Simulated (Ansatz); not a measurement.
Results of PBE-D3(BJ) (Ansatz, a first-principles code, plane waves, PAW) for hcp Sc.

Settings: plane-wave cutoff 520 eV, 18×18×10 k mesh (along the axes of the cell as run), Fermi–Dirac smearing 0.05 eV, scalar-relativistic PAW data made under PBE.

Cell (relaxed at this level):

```xyz
2
Lattice="1.6343 -2.8307 0.0000 1.6343 2.8307 0.0000 0.0000 0.0000 5.0743" Properties=species:S:1:pos:R:3 pbc="T T T"
Sc     1.6343     0.9436     1.2686
Sc     1.6343    -0.9436     3.8057
```

Estimate the bulk modulus B0 and pressure derivative B′ of the bulk modulus that the calculation returns.


- bulk modulus B0 = 57.5 GPa
- pressure derivative B′ of the bulk modulus = 3.3

The run finds no gap.

Measured, for comparison: bulk modulus 55.6 GPa (zero-point energy and finite temperature contributions removed, our sources range from 44.5 to 55.6; as tabulated in doi:10.1021/acs.jctc.3c00612). Computed (rounded) less measured: bulk modulus not scored (sources differ).

Note: the bulk modulus comes from volumes at which shape and atoms were relaxed.

Static lattice: no zero-point or thermal effects.
